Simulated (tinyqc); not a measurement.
Extended Hueckel theory, for CH2-, step by step. The parameters take no account of the charge, which enters only through the electron count, and nothing here shows that the anion is bound. One step of it, computed by the program tinyqc.

Problem. Orbitals. Solve H C = S C e through S^(-1/2); fill by pairs from the bottom, a degenerate level sharing its electrons equally; each orbital has its largest coefficient positive (the first on a tie).

H (eV), order 1C 2s, 1C 2px, 1C 2py, 1C 2pz, 2H 1s, 3H 1s:
$$\begin{pmatrix}
-21.400000 & 0.000000 & 0.000000 & 0.000000 & -14.209698 & -14.209698 \\
0.000000 & -11.400000 & 0.000000 & 0.000000 & 0.000000 & 0.000000 \\
0.000000 & 0.000000 & -11.400000 & 0.000000 & -9.000610 & 9.000610 \\
0.000000 & 0.000000 & 0.000000 & -11.400000 & -5.117283 & -5.117283 \\
-14.209698 & 0.000000 & -9.000610 & -5.117283 & -13.600000 & -2.508544 \\
-14.209698 & 0.000000 & 9.000610 & -5.117283 & -2.508544 & -13.600000
\end{pmatrix}$$

overlap S, order 1C 2s, 1C 2px, 1C 2py, 1C 2pz, 2H 1s, 3H 1s:
$$\begin{pmatrix}
1.000000 & 0.000000 & 0.000000 & 0.000000 & 0.463990 & 0.463990 \\
0.000000 & 1.000000 & 0.000000 & 0.000000 & 0.000000 & 0.000000 \\
0.000000 & 0.000000 & 1.000000 & 0.000000 & 0.411456 & -0.411456 \\
0.000000 & 0.000000 & 0.000000 & 1.000000 & 0.233933 & 0.233933 \\
0.463990 & 0.000000 & 0.411456 & 0.233933 & 1.000000 & 0.105401 \\
0.463990 & 0.000000 & -0.411456 & 0.233933 & 0.105401 & 1.000000
\end{pmatrix}$$

valence electrons = 7

Give: orbital energies; occupations; coefficients; sum of one-electron energies.

Solution.

orbital energies (eV): [-23.5648, -15.7191, -12.1774, -11.4000, 4.0709, 11.0615]

occupations: [2.0000, 2.0000, 2.0000, 1.0000, 0.0000, 0.0000]

coefficients, order 1C 2s, 1C 2px, 1C 2py, 1C 2pz, 2H 1s, 3H 1s:
$$\begin{pmatrix}
0.7355 & 0.0000 & -0.2873 & 0.0000 & 0.0000 & 1.0668 \\
0.0000 & 0.0000 & 0.0000 & 1.0000 & 0.0000 & 0.0000 \\
0.0000 & 0.5196 & 0.0000 & 0.0000 & 1.1571 & 0.0000 \\
-0.0158 & 0.0000 & 0.9034 & 0.0000 & 0.0000 & 0.6141 \\
0.2430 & 0.4430 & 0.1548 & 0.0000 & -0.8385 & -0.8952 \\
0.2430 & -0.4430 & 0.1548 & 0.0000 & 0.8385 & -0.8952
\end{pmatrix}$$

sum of one-electron energies = -114.3225 eV
